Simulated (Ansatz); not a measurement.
C2H7NS2 can be A, `CC(N)(S)S`, or B, `CNC(S)S`.

Computed with Ansatz on PBE0-D4/def2-TZVP structures; ΔE is electronic, products minus reactants. CCSD(T)/CBS is the MP2 limit (def2-TZVPP, def2-QZVPP) plus CCSD(T) − MP2 in def2-TZVPP, frozen cores. Functionals use def2-TZVPP. B3LYP here is the variant with VWN-RPA as its local correlation; programs differ in this. Each species was taken in one conformer, which may not be the lowest.

Problem. Which is lower in electronic energy at CCSD(T)/CBS, and by how much? (Estimate.)

Solution. Computed: A, by 39.8 kJ/mol.

Problem. Give E(B) − E(A) in kJ/mol with CCSD/def2-TZVPP, PBE0-D4, CCSD(T)/def2-TZVPP, B3LYP-D4, r2SCAN-D4, B2PLYP, HF/def2-TZVPP. (An estimate is asked.)

Solution. Computed: CCSD/def2-TZVPP 37.8, PBE0-D4 32.4, CCSD(T)/def2-TZVPP 38.3, B3LYP-D4 29.8, r2SCAN-D4 33.9, B2PLYP 33.0, HF/def2-TZVPP 33.3. None reverses the order clearly.

Largest T1 diagnostic: 0.011.

From PBE to PBE0 (25 % exact exchange), in def2-TZVPP and without D4, E(B) − E(A) moves by +3.9 kJ/mol. In def2-TZVPP, CCSD(T) changes the Hartree–Fock value by +5.0 kJ/mol (the triples alone add +0.4 kJ/mol) and MP2 by +8.7 kJ/mol.
